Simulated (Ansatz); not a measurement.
A made-up structure of CH$_{4}$NSi, doublet:

```
7
angstrom
N -1.2033 0.1487 -0.7778
C 0.0595 -0.0705 -0.5582
Si 1.0622 -0.4737 0.8620
H -1.5253 0.4323 -1.6938
H 0.7143 -1.0384 2.1175
H 1.0849 0.6950 1.7930
H 2.4518 -0.8050 0.4473
```

It is relaxed with PBE-D4/def2-SVP and then PBE0-D4/def2-TZVP (Ansatz 0.2.0). Atoms count as bonded within 1.22 times the sum of their covalent radii (H–H: 0.88 Å). The end point is not checked to be a true minimum.

Problem. Does its bonding change? (Judge from chemistry; the calculation decides.)

Solution. By the calculation: No: no bond forms or breaks.

Where it ends: The first stage lowers the energy by 0.98 eV in 9 steps. It ends as CH₄NSi ([NH][C][SiH3]):
```
7
angstrom
N -1.1374 -0.1121 -0.8270
C -0.0219 0.1718 -0.4070
Si 1.0818 -0.3080 1.0105
H -1.4832 0.3452 -1.6754
H 0.5068 -1.3233 1.9378
H 1.3690 0.9449 1.7498
H 2.3289 -0.8302 0.4015
```

Labels in which every atom is bracketed show which atoms are joined, not bond orders.

For scale, one of the runs: PBE0-D4/def2-TZVP relaxation, 123 basis functions, launched by `ansatz run in.yaml --threads 2 --pin off --events-out ev --progress --plain --max-ram 4352MiB`. The run took about 21 s on 2 CPU threads of an Arm Neoverse V1 (shared host).
